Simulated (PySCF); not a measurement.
Compound: C3H4FP.
Numbering: `[H]/[P:5]=[C:3](\[CH:2]=[CH2:1])[F:4]` (hydrogens: H6, H7 on C1; H8 on C2; H9 on P5)

Computed, not measured: PySCF 2.14.0, PBE0-D3(BJ)/def2-SVP geometry optimisation, gas phase.

(1) Give the optimised bond lengths and angles.

## Answers

(1) 
| bond | length (pm) |
| --- | --- |
| C1=C2 | 134.2 |
| C2–C3 | 145.0 |
| C3–F4 | 133.6 |
| C3=P5 | 169.9 |
| C1–H6 | 109.2 |
| C1–H7 | 109.2 |
| C2–H8 | 109.3 |
| P5–H9 | 143.0 |

A selection of angles:
| angle | degrees |
| --- | --- |
| C2–C1–H6 | 121.0 |
| C2–C1–H7 | 121.0 |
| H6–C1–H7 | 118.0 |
| C1–C2–C3 | 123.1 |
| C1–C2–H8 | 120.9 |
| C3–C2–H8 | 116.1 |
| C2–C3–F4 | 113.5 |
| C2–C3–P5 | 129.1 |
| F4–C3–P5 | 117.3 |
| C3–P5–H9 | 93.1 |

Torsions: C1–C2–C3–F4 0° (synperiplanar).

The C–C distances run from 1.342 Å (C1=C2, drawn double) to 1.450 Å (C2–C3, drawn single), a spread of 0.108 Å. The 5 heavy atoms lie in one plane (0.002 Å rms). Of the pairs four or more bonds apart, F4···H6 is among the closest relative to their van der Waals radii: 2.41 Å, 90 % of the sum of Bondi's values. P5 (phosphorus bonded to C and H) is bent (angle 93.1°).

Point group: Cs (tolerance 0.08 Å). No frequency check. The numbers are those of one conformer.
